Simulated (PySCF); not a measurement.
# CH3BrF−, a complex of two parts: interaction energy

One table from this session's results is given with a row withheld; the runs are named, their logs left out.

Programs: PySCF 2.14.0. All values are calculated, for the isolated system unless a continuum is named. Atoms count from 0, parts from 1.

### Starting point

6 atoms, charge -1, multiplicity 1; geometry: GFN2-xTB. Parts: 1 = atoms 0–4, `CF`, charge 0; 2 = atom 5, `[Br-]`, charge -1.

Set-up of the first run:

Job settings and geometry (Å):

```
{"job": {"xc": "PBE0", "basis": "def2-TZVPD", "d3": "d3bj", "grid": 3, "kind": "geom", "shake": 0.01}, "charge": -1, "multiplicity": 1, "parts": [{"atoms": "0-4", "charge": 0, "multiplicity": 1}, {"atoms": "5-5", "charge": -1, "multiplicity": 1}]}
C      0.078304    -0.208633    -0.041633
F      1.001828     0.812270     0.038165
H     -0.380044    -0.350388     0.935310
H     -0.684382     0.139312    -0.740044
H      0.537923    -1.092822    -0.420199
Br    -2.171959    -2.525027    -0.257310
```

On the command line:

```sh
OMP_NUM_THREADS=1 python cluster_run.py task.json out
```

The driver reads the jobs from task.json and runs them one after another.

Steps of the session up to this table: Optimising the geometry at PBE0-D3(BJ)/def2-TZVPD; Coupled-cluster interaction energy: CCSD(T) and MP2, 3.42 Å; Coupled-cluster interaction energy: CCSD(T) and MP2, 3.59 Å; Coupled-cluster interaction energy: CCSD(T) and MP2, 3.76 Å; Coupled-cluster interaction energy: CCSD(T) and MP2, 3.24 Å; Coupled-cluster interaction energy: CCSD(T) and MP2, 4.27 Å; Coupled-cluster interaction energy: CCSD(T) and MP2, 3.07 Å; Coupled-cluster interaction energy: CCSD(T) and MP2, 5.12 Å; Coupled-cluster interaction energy: CCSD(T) and MP2, 6.83 Å.

One table of the session follows, with a row left open; its other results are not shown here.

It belongs to the step «Coupled-cluster interaction energy: CCSD(T) and MP2, 6.83 Å». 

| method | interaction energy (kcal/mol) |
| --- | --- |
| HF/aug-cc-pVDZ | -2.69 |
| MP2/aug-cc-pVDZ | -2.48 |
| CCSD/aug-cc-pVDZ | ? |
| CCSD(T)/aug-cc-pVDZ | -2.46 |
| HF/aug-cc-pVQZ | -2.68 |
| MP2/aug-cc-pVQZ | -2.51 |
| SCS-MP2/aug-cc-pVQZ | -2.51 |
| MP2, extrapolated | -2.52 |
| CCSD(T), limit estimate | -2.50 |

Estimate the missing values for CCSD/aug-cc-pVDZ.

As computed: interaction energy (kcal/mol): -2.49. In the column «interaction energy (kcal/mol)» it lies between CCSD(T), limit estimate (-2.50) and MP2/aug-cc-pVDZ (-2.48).
